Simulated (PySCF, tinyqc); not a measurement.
LCCD on RHF in the sto-3g basis, frozen core, for CH+, spin multiplicity 1, step by step. The lowest restricted solution is unstable here: a spin-polarised one lies 0.0118 hartree lower (PySCF). Computed by tinyqc, a small Python program that keeps every step (integrals from PySCF). Settings: charge = 1, multiplicity = 1, basis = sto-3g, method = RHF, frozen orbitals = 1, energy threshold = 1e-10, iteration cap = 62, orthogonalisation = canonical, start = core, DIIS depth = 6, amplitude equations = LCCD, DIIS depth for amplitudes = 4, cap on updates = 87. Command: `OMP_NUM_THREADS=1 python tinyqc.py 28614 28615 out.jsonl` (the two numbers bound the seeds that draw the settings). One thread of a shared host (Intel(R) Xeon(R) Processor @ 2.60GHz), about 0.08 s of CPU time with the checks. The early iterations of the SCF are left out here.

## One-electron integrals

Geometry (angstrom):
```
atom,x,y,z
C,0.000000,0.000000,0.000000
H,0.000000,0.000000,1.105000
```

Basis sto-3g: exponents (1/bohr^2) and contraction coefficients of normalised primitives:
```
element,l (shell),exponent,coefficient
C,s (1),71.616837,0.154329
C,s (1),13.045096,0.535328
C,s (1),3.530512,0.444635
C,s (2),2.941249,-0.099967
C,s (2),0.683483,0.399513
C,s (2),0.222290,0.700115
C,p (3),2.941249,0.155916
C,p (3),0.683483,0.607684
C,p (3),0.222290,0.391957
H,s (1),3.425251,0.154329
H,s (1),0.623914,0.535328
H,s (1),0.168855,0.444635
```

Overlap, kinetic and nuclear-attraction integrals over the contracted functions; the nuclear repulsion is the sum of Za Zb / Rab.

nuclear repulsion = 2.87336042 hartree

overlap S, lower triangle:
```
,1C 1s,1C 2s,1C 2px,1C 2py,1C 2pz,2H 1s
1C 1s,1.000000
1C 2s,0.248362,1.000000
1C 2px,0.000000,0.000000,1.000000
1C 2py,0.000000,0.000000,0.000000,1.000000
1C 2pz,0.000000,0.000000,0.000000,0.000000,1.000000
2H 1s,0.060133,0.482157,0.000000,0.000000,0.462076,1.000000
```

kinetic energy T (hartree), lower triangle:
```
,1C 1s,1C 2s,1C 2px,1C 2py,1C 2pz,2H 1s
1C 1s,15.891122
1C 2s,-0.085890,0.472250
1C 2px,0.000000,0.000000,1.477728
1C 2py,0.000000,0.000000,0.000000,1.477728
1C 2pz,0.000000,0.000000,0.000000,0.000000,1.477728
2H 1s,-0.011006,0.102033,0.000000,0.000000,0.252022,0.760032
```

nuclear attraction V (hartree), lower triangle:
```
,1C 1s,1C 2s,1C 2px,1C 2py,1C 2pz,2H 1s
1C 1s,-34.131634
1C 2s,-4.311168,-5.656069
1C 2px,0.000000,0.000000,-5.573092
1C 2py,0.000000,0.000000,0.000000,-5.573092
1C 2pz,-0.016479,-0.169599,0.000000,0.000000,-5.697070
2H 1s,-1.065092,-2.345326,0.000000,0.000000,-2.121341,-4.041571
```

core Hamiltonian H = T + V (hartree), lower triangle:
```
,1C 1s,1C 2s,1C 2px,1C 2py,1C 2pz,2H 1s
1C 1s,-18.240513
1C 2s,-4.397058,-5.183819
1C 2px,0.000000,0.000000,-4.095364
1C 2py,0.000000,0.000000,0.000000,-4.095364
1C 2pz,-0.016479,-0.169599,0.000000,0.000000,-4.219342
2H 1s,-1.076099,-2.243294,0.000000,0.000000,-1.869319,-3.281539
```

## Two-electron integrals

Functions are numbered as in S; the eight-fold symmetry (ij|kl) = (ji|kl) = (kl|ij) leaves the list below.

Two-electron integrals (ij|kl) in chemists' order, unique and non-zero (hartree):
```
i,j,k,l,(ij|kl)
1,1,1,1,3.541948
2,1,1,1,0.576921
2,1,2,1,0.111888
2,2,1,1,0.854682
2,2,2,1,0.205284
2,2,2,2,0.624709
3,1,3,1,0.020296
3,2,3,1,0.030858
3,2,3,2,0.137996
3,3,1,1,0.852436
3,3,2,1,0.205335
3,3,2,2,0.624568
3,3,3,3,0.672833
4,1,4,1,0.020296
4,2,4,1,0.030858
4,2,4,2,0.137996
4,3,4,3,0.036269
4,4,1,1,0.852436
4,4,2,1,0.205335
4,4,2,2,0.624568
4,4,3,3,0.600295
4,4,4,4,0.672833
5,1,5,1,0.020296
5,2,5,1,0.030858
5,2,5,2,0.137996
5,3,5,3,0.036269
5,4,5,4,0.036269
5,5,1,1,0.852436
5,5,2,1,0.205335
5,5,2,2,0.624568
5,5,3,3,0.600295
5,5,4,4,0.600295
5,5,5,5,0.672833
6,1,1,1,0.140771
6,1,2,1,0.027125
6,1,2,2,0.049636
6,1,3,3,0.049465
6,1,4,4,0.049465
6,1,5,1,0.001669
6,1,5,2,0.003093
6,1,5,5,0.049994
6,1,6,1,0.006726
6,2,1,1,0.324890
6,2,2,1,0.079014
6,2,2,2,0.263048
6,2,3,3,0.256866
6,2,4,4,0.256866
6,2,5,1,0.007524
6,2,5,2,0.050958
6,2,5,5,0.275171
6,2,6,1,0.019964
6,2,6,2,0.142997
6,3,3,1,0.008194
6,3,3,2,0.042705
6,3,5,3,0.010081
6,3,6,3,0.017997
6,4,4,1,0.008194
6,4,4,2,0.042705
6,4,5,4,0.010081
6,4,6,4,0.017997
6,5,1,1,0.271884
6,5,2,1,0.067000
6,5,2,2,0.236523
6,5,3,3,0.224555
6,5,4,4,0.224555
6,5,5,1,0.013777
6,5,5,2,0.085409
6,5,5,5,0.260208
6,5,6,1,0.017759
6,5,6,2,0.152841
6,5,6,5,0.178409
6,6,1,1,0.468478
6,6,2,1,0.115896
6,6,2,2,0.437309
6,6,3,3,0.413970
6,6,4,4,0.413970
6,6,5,1,0.014283
6,6,5,2,0.128342
6,6,5,5,0.483489
6,6,6,1,0.029757
6,6,6,2,0.296266
6,6,6,5,0.350379
6,6,6,6,0.774606
```

## Orthogonalisation

S = U s U^T; canonical form X = U s^(-1/2), so that X^T S X = 1. Each column of U has its largest component positive (the first on a tie).

eigenvalues of S: 0.320620  0.818320  1.000000  1.000000  1.150080  1.710979

X:
```
,1,2,3,4,5,6
1C 1s,0.239726,0.788713,0.000000,0.000000,0.598350,0.188461
1C 2s,-0.949926,-0.526632,0.000000,0.000000,0.405625,0.414883
1C 2px,0.000000,0.000000,0.366996,0.930222,0.000000,0.000000
1C 2py,0.000000,0.000000,0.930222,-0.366996,0.000000,0.000000
1C 2pz,-0.826376,0.528594,0.000000,0.000000,-0.560217,0.334512
2H 1s,1.215001,-0.207833,0.000000,0.000000,-0.181956,0.514701
```

Within a degenerate level the vectors are fixed only up to a rotation; this is one choice.

## Iteration 7 (converged): orbitals

converged F (hartree), lower triangle:
```
,1C 1s,1C 2s,1C 2px,1C 2py,1C 2pz,2H 1s
1C 1s,-11.706628
1C 2s,-3.112952,-1.929439
1C 2px,0.000000,0.000000,-0.293031
1C 2py,0.000000,0.000000,0.000000,-0.293031
1C 2pz,-0.021406,-0.104845,0.000000,0.000000,-0.802519
2H 1s,-0.769088,-0.923567,0.000000,0.000000,-0.696214,-0.893553
```

Diagonalise F' = X^T F X, C = X C', fill 3 alpha and 3 beta electrons from the bottom; D = 2 C_occ C_occ^T. Each column has its largest component positive (the first on a tie).

F' = X^T F X (hartree), lower triangle:
```
,1,2,3,4,5,6
1,0.062647
2,-0.715705,-5.250797
3,0.000000,0.000000,-0.293031
4,0.000000,0.000000,0.000000,-0.293031
5,-0.421440,-4.793075,0.000000,0.000000,-6.077336
6,-0.058711,-2.179945,0.000000,0.000000,-2.503806,-2.376399
```

orbital energies (hartree): MO1 -11.711248, MO2 -1.261507, MO3 -0.865413, MO4 -0.293031, MO5 -0.293031, MO6 0.196284

coefficients C:
```
,MO1,MO2,MO3,MO4,MO5,MO6
1C 1s,0.994207,-0.227621,0.142836,0.000000,0.000000,0.111426
1C 2s,0.024101,0.771469,-0.628354,0.000000,0.000000,-0.725111
1C 2px,0.000000,0.000000,0.000000,0.996358,0.085264,0.000000
1C 2py,0.000000,0.000000,0.000000,-0.085264,0.996358,0.000000
1C 2pz,0.005119,0.241287,0.693849,0.000000,0.000000,-0.921075
2H 1s,-0.006793,0.306576,0.359268,0.000000,0.000000,1.262671
```

D after iteration 7, lower triangle:
```
,1C 1s,1C 2s,1C 2px,1C 2py,1C 2pz,2H 1s
1C 1s,2.121320
1C 2s,-0.482784,1.981147
1C 2px,0.000000,0.000000,0.000000
1C 2py,0.000000,0.000000,0.000000,0.000000
1C 2pz,0.098548,-0.499429,0.000000,0.000000,1.079345
2H 1s,-0.050441,0.021205,0.000000,0.000000,0.646431,0.446216
```

Within a degenerate level the vectors are fixed only up to a rotation; this is one choice.

## Convergence

Stop when the energy changes by less than 1e-10 hartree and every element of the error matrix X^T (F D S - S D F) X is below 3e-06.

Course of the cycle:
```
iteration,E (hartree),change,largest element of the error matrix
1,-36.95379613,-,7.12e-01
2,-37.43902041,-4.85e-01,1.60e-01
3,-37.45166721,-1.26e-02,5.65e-03
4,-37.45170935,-4.21e-05,1.38e-03
5,-37.45171082,-1.46e-06,2.29e-05
6,-37.45171082,-2.22e-10,4.23e-07
7,-37.45171082,-1.35e-13,1.03e-10
```

PySCF RHF in the same basis = -37.45171082 hartree

Converged in 7 iterations.

## Integrals over molecular orbitals

(pq|rs) = sum C_ip C_jq C_kr C_ls (ij|kl), one index at a time.

one-electron integrals over orbitals h = C^T H C (hartree), lower triangle:
```
,1,2,3,4,5,6
1,-18.228579
2,0.344750,-4.288932
3,-0.207634,0.153223,-3.969392
4,0.000000,0.000000,0.000000,-4.095364
5,0.000000,0.000000,0.000000,0.000000,-4.095364
6,-0.157674,0.616788,0.414985,0.000000,0.000000,-3.123060
```

Two-electron integrals over orbitals (pq|rs), unique and non-zero (hartree); the lowest 1 orbital is frozen and left out:
```
p,q,r,s,(pq|rs)
2,2,2,2,0.619365
3,2,2,2,0.054865
3,2,3,2,0.087595
3,3,2,2,0.511741
3,3,3,2,-0.058743
3,3,3,3,0.635468
4,2,4,2,0.096696
4,3,4,2,-0.045370
4,3,4,3,0.055729
4,4,2,2,0.565452
4,4,3,2,-0.045322
4,4,3,3,0.570618
4,4,4,4,0.672833
5,2,5,2,0.096696
5,3,5,2,-0.045370
5,3,5,3,0.055729
5,4,5,4,0.036269
5,5,2,2,0.565452
5,5,3,2,-0.045322
5,5,3,3,0.570618
5,5,4,4,0.600295
5,5,5,5,0.672833
6,2,2,2,-0.066675
6,2,3,2,0.027131
6,2,3,3,-0.037661
6,2,4,4,-0.107033
6,2,5,5,-0.107033
6,2,6,2,0.105508
6,3,2,2,0.000056
6,3,3,2,0.066729
6,3,3,3,-0.088875
6,3,4,4,-0.070743
6,3,5,5,-0.070743
6,3,6,2,0.062516
6,3,6,3,0.092659
6,4,4,2,-0.040802
6,4,4,3,0.005120
6,4,6,4,0.027942
6,5,5,2,-0.040802
6,5,5,3,0.005120
6,5,6,5,0.027942
6,6,2,2,0.591867
6,6,3,2,0.088353
6,6,3,3,0.496614
6,6,4,4,0.496315
6,6,5,5,0.496315
6,6,6,2,0.013727
6,6,6,3,0.056016
6,6,6,6,0.668835
```

## LCCD: starting amplitudes

t_ij^ab = <ij||ab> / (e_i + e_j - e_a - e_b), whose energy is MP2.

Starting amplitudes (spin orbitals 1a, 1b, ...; amplitudes related by a flip of all spins are not repeated):
```
from,to,t
2a 2b,4a 4b,-0.049922
2a 2b,5a 5b,-0.049922
3a 3b,4a 4b,-0.048682
3a 3b,5a 5b,-0.048682
3a 3b,6a 6b,-0.043637
2a 2b,6a 6b,-0.036188
2a 3b,4a 4b,0.029444
2a 3b,5a 5b,0.029444
2a 3b,6a 6b,-0.024813
```

correlation energy = -0.03138789 hartree

## LCCD: amplitude update 1

t_ij^ab D_ij^ab are set to the remaining terms of the spin-orbital equations, evaluated with the old amplitudes; for the doubles these are <ij||ab> + 1/2 <ab||ef> t_ij^ef + 1/2 <mn||ij> t_mn^ab + P(ij)P(ab) <mb||ej> t_im^ae, D the orbital-energy denominators (linear CCD).

Amplitudes after update 1 (spin orbitals 1a, 1b, ...; amplitudes related by a flip of all spins are not repeated):
```
from,to,t
3a 3b,4a 4b,-0.078249
3a 3b,5a 5b,-0.078249
2a 2b,4a 4b,-0.069314
2a 2b,5a 5b,-0.069314
3a 3b,6a 6b,-0.055115
2a 3b,4a 4b,0.048216
2a 3b,5a 5b,0.048216
2a 2b,6a 6b,-0.045706
2a 3b,6a 6b,-0.036312
```

correlation energy = -0.04534580 hartree

## LCCD: amplitude update 2

As before.

Amplitudes after update 2 (spin orbitals 1a, 1b, ...; amplitudes related by a flip of all spins are not repeated):
```
from,to,t
3a 3b,4a 4b,-0.097388
3a 3b,5a 5b,-0.097388
2a 2b,4a 4b,-0.077188
2a 2b,5a 5b,-0.077188
2a 3b,4a 4b,0.059310
2a 3b,5a 5b,0.059310
3a 3b,6a 6b,-0.058503
2a 2b,6a 6b,-0.048292
2a 3b,6a 6b,-0.040983
```

correlation energy = -0.05218609 hartree

## LCCD: amplitude update 3

t_ij^ab D_ij^ab are set to the remaining terms of the spin-orbital equations, evaluated with the old amplitudes; for the doubles these are <ij||ab> + 1/2 <ab||ef> t_ij^ef + 1/2 <mn||ij> t_mn^ab + P(ij)P(ab) <mb||ej> t_im^ae, D the orbital-energy denominators (linear CCD). DIIS then mixes the stored amplitudes.

DIIS coefficients: -1.361949  2.361949

Amplitudes after update 3 (spin orbitals 1a, 1b, ...; amplitudes related by a flip of all spins are not repeated):
```
from,to,t
3a 3b,4a 4b,-0.127790
3a 3b,5a 5b,-0.127790
2a 2b,4a 4b,-0.084870
2a 2b,5a 5b,-0.084870
2a 3b,4a 4b,0.074120
2a 3b,5a 5b,0.074120
3a 3b,6a 6b,-0.060731
2a 2b,6a 6b,-0.049963
2a 3b,6a 6b,-0.045370
```

correlation energy = -0.06067908 hartree

## LCCD: convergence

E_corr = 1/4 sum <ij||ab> t_ij^ab; stop when the norm of the change is below 1e-8.

Course of the amplitude iterations:
```
update,correlation energy (hartree),norm of the change
0,-0.03138789,-
1,-0.04534580,1.33e-01
2,-0.05218609,7.51e-02
3,-0.06067908,4.55e-02
4,-0.06073191,1.10e-02
5,-0.06080637,4.24e-03
6,-0.06080907,1.97e-04
7,-0.06080962,5.82e-05
8,-0.06080944,5.20e-06
9,-0.06080932,1.66e-06
10,-0.06080920,1.00e-06
11,-0.06080916,4.94e-07
12,-0.06080916,1.33e-07
13,-0.06080916,3.65e-08
14,-0.06080916,3.56e-09
```

Converged amplitudes (spin orbitals 1a, 1b, ...; amplitudes related by a flip of all spins are not repeated):
```
from,to,t
3a 3b,4a 4b,-0.141380
3a 3b,5a 5b,-0.141380
2a 2b,4a 4b,-0.081404
2a 2b,5a 5b,-0.081404
2a 3b,4a 4b,0.072436
2a 3b,5a 5b,0.072436
3a 3b,6a 6b,-0.058816
2a 2b,6a 6b,-0.049349
2a 3b,6a 6b,-0.044040
```

LCCD total energy = -37.51251998 hartree

Converged in 14 updates, with DIIS from the third.
